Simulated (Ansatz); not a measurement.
# Solid CO2 (dry ice)

Method: PBE-D4 (PAW; Ansatz, an electronic-structure program).

Numerical settings: plane-wave cutoff 500 eV, 4×4×4 k mesh, gaussian smearing 0.02 eV, scalar-relativistic PAW data made under PBE.

Cell: relaxed at this level.

For solid CO2 (dry ice), the volume per atom is 15.58 Å³/atom. The lattice parameter a comes out as 5.718 Å.

Measured, for comparison: equilibrium volume per atom 14.32 Å³/atom, lattice constant a 5.56 Å (5 K, zero-point motion not removed; as tabulated in Tran et al. (2019), arXiv:1903.00284). Computed (rounded) less measured: equilibrium volume per atom +8.8 %, lattice constant a +2.8 %.

The computed numbers hold no vibrational or temperature effects.
